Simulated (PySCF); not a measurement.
Run record for 1-chloro-3-methylbutane, `CC(C)CCCl`: PBE0/6-31G, grid level 3, level shift 0.1 Eh, full TDDFT, 25 singlets.

Method: TDDFT PBE0/6-31G, vertical, gas phase, core orbitals frozen in the response (PySCF 2.14.0, density-fitted response routines). Geometry: GFN2-xTB. The command runs a driver script over a list of jobs; the input below is this job's line of settings and its coordinates in Å.

Command:
```bash
OMP_NUM_THREADS=1 python probes_run.py task.json out
```

Input:
```
{"job": {"kind": "uv", "xc": "PBE0", "basis": "6-31G", "nstates": 25, "ntriplets": 5, "tda": false, "scf": {"level_shift": 0.1}, "grid": 3}, "charge": 0, "multiplicity": 1}
C     -0.642316     1.068846     0.981653
C     -0.504341     0.162834    -0.239430
C     -1.746098    -0.716254    -0.375156
C      0.744277    -0.723076    -0.151327
C      2.059337     0.035701    -0.213696
Cl     2.239853     0.896718    -1.769290
H     -1.568927     1.634555     0.922650
H     -0.660599     0.476543     1.894605
H      0.178204     1.778239     1.044353
H     -0.420011     0.787263    -1.134483
H     -1.681624    -1.347224    -1.258659
H     -2.638536    -0.100929    -0.460104
H     -1.853704    -1.356822     0.498073
H      0.727984    -1.276726     0.791362
H      0.720533    -1.448884    -0.966844
H      2.905616    -0.647740    -0.142523
H      2.133357     0.788987     0.568907
```

**Question.** Predict the output.

**Answer.** 
```
final grid: 197360 points
cycle   1  E = -656.8485113751  dE =  4.467e-01  |g| = 3.386e-01  |ddm| = 3.401e+00
cycle   2  E = -656.8630271324  dE = -1.452e-02  |g| = 2.869e-01  |ddm| = 8.665e-01
cycle   3  E = -656.8846554876  dE = -2.163e-02  |g| = 3.045e-02  |ddm| = 2.755e-01
cycle   4  E = -656.8849284710  dE = -2.730e-04  |g| = 1.055e-02  |ddm| = 5.828e-02
cycle   5  E = -656.8849576583  dE = -2.919e-05  |g| = 1.758e-03  |ddm| = 1.442e-02
cycle   6  E = -656.8849585934  dE = -9.352e-07  |g| = 6.790e-04  |ddm| = 3.972e-03
cycle   7  E = -656.8849587194  dE = -1.259e-07  |g| = 8.536e-05  |ddm| = 9.331e-04
cycle   8  E = -656.8849587216  dE = -2.234e-09  |g| = 2.519e-05  |ddm| = 1.955e-04
cycle   9  E = -656.8849587218  dE = -1.861e-10  |g| = 5.591e-06  |ddm| = 4.641e-05
level shift removed, Fock matrix diagonalised once more
converged SCF energy = -656.8849587218

Static polarisability (au): isotropic 59.582, principal 53.748 57.576 67.421

Singlet excitations
state   eV       nm        f      main configurations
  1   7.8518    157.9   0.00215   H->L 0.97
  2   7.9360    156.2   0.00033   H-1->L 0.97
  3   9.3973    131.9   0.01231   H-3->L 0.80, H-4->L 0.16
  4   9.4888    130.7   0.00110   H->L+1 0.92
  5   9.5108    130.4   0.02421   H-2->L 0.86, H-1->L+1 0.10
  6   9.5854    129.3   0.00160   H-4->L 0.73, H-3->L 0.15
  7   9.6309    128.7   0.04012   H-1->L+1 0.77, H-2->L 0.08
  8  10.3364    119.9   0.02411   H->L+2 0.61, H-2->L+1 0.25, H-3->L+1 0.10
  9  10.3952    119.3   0.01952   H-3->L+1 0.63, H-2->L+1 0.34
 10  10.4644    118.5   0.01017   H-1->L+2 0.28, H-2->L+1 0.22, H-4->L+1 0.14
 11  10.5205    117.9   0.01323   H-4->L+1 0.62, H-5->L 0.13, H-1->L+3 0.09
 12  10.5251    117.8   0.03181   H-1->L+2 0.53, H->L+2 0.12, H-3->L+1 0.10
 13  10.5808    117.2   0.03587   H->L+3 0.48, H-5->L 0.35
 14  10.6175    116.8   0.03081   H-5->L 0.39, H->L+3 0.23, H-4->L+1 0.12
 15  10.6620    116.3   0.00550   H-1->L+3 0.72, H-1->L+2 0.09
 16  10.9004    113.7   0.00401   H->L+4 0.80
 17  11.0230    112.5   0.01144   H-1->L+4 0.76
 18  11.1474    111.2   0.16131   H-6->L 0.59
 19  11.2951    109.8   0.01908   H-3->L+2 0.40, H-2->L+2 0.33, H-5->L+1 0.16
 20  11.3515    109.2   0.00006   H-2->L+2 0.56, H-3->L+2 0.33
 21  11.4199    108.6   0.00455   H-7->L 0.78, H-6->L 0.10
 22  11.4575    108.2   0.01479   H-3->L+3 0.42, H-5->L+1 0.15, H-3->L+2 0.10
 23  11.4863    107.9   0.00973   H-4->L+2 0.77, H-5->L+1 0.08
 24  11.5136    107.7   0.06189   H-5->L+1 0.33, H-3->L+3 0.25
 25  11.5708    107.2   0.02091   H->L+5 0.62

Triplet excitations (Tamm-Dancoff, eV): 7.0784 7.1422 8.8839 9.2130 9.2974
```

H and L stand for HOMO and LUMO; the number after each pair is its weight.

**Question.** How does the lowest singlet excitation compare with the HOMO–LUMO gap?

**Answer.** HOMO -8.15 eV and LUMO 1.44 eV give a gap of 9.59 eV; S1 at 7.85 eV lies 1.74 eV below it.

**Question.** Which computed singlet has the largest oscillator strength, and what do all of them sum to?

**Answer.** State 18 at 11.15 eV (111 nm), f = 0.161; the 25 states sum to 0.561.

In short: SCF converged in 9 cycles with 80 basis and 738 fitting functions; HOMO -8.15 eV, LUMO 1.44 eV; lowest singlet 7.85 eV; lowest triplet 7.08 eV (Tamm–Dancoff); mean polarisability 59.6 au.

Rough CPU time on one thread of a shared machine: about 40 s.

Shape of the structure used: `[CH3:1][CH:2]([CH3:3])[CH2:4][CH2:5][Cl:6]`: C1–C2–C4–C5 -66°, C2–C4–C5–Cl6 -62°.

One conformer stands for the species.
